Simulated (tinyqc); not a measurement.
CCD on RHF in the sto-3g basis, frozen core, for H2F+, spin multiplicity 1, step by step. One step of it, computed by the program tinyqc.

Task: CCD: starting amplitudes. t_ij^ab = <ij||ab> / (e_i + e_j - e_a - e_b), whose energy is MP2.

orbital energies (hartree): [-26.648539, -2.120490, -1.298829, -1.105754, -1.076458, 0.050403, 0.279635]

Two-electron integrals over orbitals (pq|rs), unique and non-zero (hartree); the lowest 1 orbital is frozen and left out:
```
(22|22) 0.858775    (32|32) 0.165146    (33|22) 0.770218    (33|33) 0.759967
(42|22) 0.018970    (42|33) -0.001806   (42|42) 0.160646    (43|32) 0.002974
(43|43) 0.045906    (44|22) 0.832210    (44|33) 0.738294    (44|42) -0.089386
(44|44) 0.950095    (52|52) 0.179447    (53|53) 0.039277    (54|52) -0.033754
(54|54) 0.057406    (55|22) 0.877478    (55|33) 0.758872    (55|42) -0.040758
(55|44) 0.860944    (55|55) 0.997514    (62|22) 0.153234    (62|33) 0.094862
(62|42) 0.032847    (62|44) 0.127778    (62|55) 0.164853    (62|62) 0.081740
(63|32) -0.032622   (63|43) -0.014279   (63|63) 0.069637    (64|22) 0.107078
(64|33) 0.062970    (64|42) 0.013453    (64|44) 0.112852    (64|55) 0.106497
(64|62) 0.057093    (64|64) 0.049828    (65|52) 0.060842    (65|54) 0.001865
(65|65) 0.030230    (66|22) 0.587218    (66|33) 0.571568    (66|42) 0.067660
(66|44) 0.543611    (66|55) 0.560774    (66|62) 0.052112    (66|64) 0.028466
(66|66) 0.547935    (72|32) 0.057488    (72|43) -0.023563   (72|63) 0.030806
(72|72) 0.054820    (73|22) 0.194451    (73|33) 0.159531    (73|42) -0.053129
(73|44) 0.211358    (73|55) 0.223467    (73|62) 0.080025    (73|64) 0.060573
(73|66) 0.023218    (73|73) 0.155560    (74|32) -0.055477   (74|43) 0.017197
(74|63) 0.033467    (74|72) -0.012312   (74|74) 0.043831    (75|53) 0.025528
(75|75) 0.020636    (76|32) 0.108761    (76|43) 0.034336    (76|63) -0.083354
(76|72) -0.006518   (76|74) -0.051749   (76|76) 0.159571    (77|22) 0.640535
(77|33) 0.644383    (77|42) 0.005053    (77|44) 0.623732    (77|55) 0.629915
(77|62) 0.054888    (77|64) 0.028228    (77|66) 0.548916    (77|73) 0.083963
(77|77) 0.601750
```

Give: Starting amplitudes; correlation energy.

Result:

Starting amplitudes (spin orbitals 1a, 1b, ...; amplitudes related by a flip of all spins are not repeated):
```
from      to         t
3a 3b  7a 7b    -0.049
3a 3b  6a 6b    -0.026
3a 4b  6b 7a     0.022
4a 4b  6a 6b    -0.022
2a 3b  6a 7b    -0.021
2a 2b  6a 6b    -0.019
2a 4b  6a 6b    -0.017
4a 4b  7a 7b    -0.016
5a 5b  6a 6b    -0.013
2a 3a  6a 7a    -0.013
3a 4b  6a 7b    -0.012
2a 2b  7a 7b    -0.011
3a 4a  6a 7a     0.010
2a 3b  6b 7a     0.008
5a 5b  7a 7b    -0.008
2a 4b  7a 7b  3.25e-03
```

correlation energy = -0.02525 hartree
